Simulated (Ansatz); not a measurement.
# N2O, singlet: up the ladder of correlation methods

Calculated in Ansatz's Gaussian-basis code; BCCD by scripts on PySCF. Nonrelativistic, cc-pVDZ, 3 core orbitals frozen. Perturbation and coupled-cluster methods stand on the Hartree–Fock determinant that coupled cluster favours (restricted). 

Geometry (Å):

```xyz
3

N     0.0000    0.0000   -1.1957
N     0.0000    0.0000   -0.0751
O     0.0000    0.0000    1.1119
```

Correlation energy of CCSD(T), then each method's total less that of CCSD(T), in eV:

```
case  E corr CCSD(T)    BCCD  BCCD(T)  determinant
 RHF         -14.563  +0.708   -0.010            –
```

Task: Give CCSDT(Q) less CCSD(T). Is CCSD(T) good to 1 kcal/mol?

Result: RHF: -0.086 eV (outside).

Task: Which method comes nearest to CCSDT(Q) in total energy?

Result: BCCD(T), 0.076 eV away; next CCSD(T) (0.086 eV), last BCCD (0.794 eV).
